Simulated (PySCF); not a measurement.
A structure optimised at B3LYP-D3(BJ)/def2-SVP, used in a PySCF frequency run:

```
C
F 1 1.3230
F 1 1.3230 2 109.47
F 1 1.3230 2 109.47 3 120.00
F 1 1.3230 2 109.47 3 -120.00
```

Q: Write its SMILES, formula and point group.

A: FC(F)(F)F, CF4, Td

Q: What are its rotational constants (standard atomic weights)?

A: 5.6993, 5.6993, 5.6993 GHz
